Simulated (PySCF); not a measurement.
cyclobutane (C4H8), SMILES C1CCC1.

Geometry optimised at PBE0-D3(BJ)/def2-SVP.

Method: PySCF with SMD-ωB97X/def2-SVP.

Solvation free energies are E(SMD) − E(gas) at the gas-phase geometry, for 1 M in both phases. In vacuum the dipole moment is 0.00 D.

Question: Estimate the solvation free energies in water, ethylethanoate, acetone. (An estimate is asked for; the answer gives what the named calculation found.)

Answer: 
| solvent | ΔG(solv) (kcal/mol) | its non-electrostatic (CDS) part | dipole (D) |
|---|---|---|---|
| water | 1.2 | 1.9 | 0.00 |
| ethylethanoate | -2.7 | -2.2 | 0.00 |
| acetone | -2.7 | -2.0 | 0.00 |
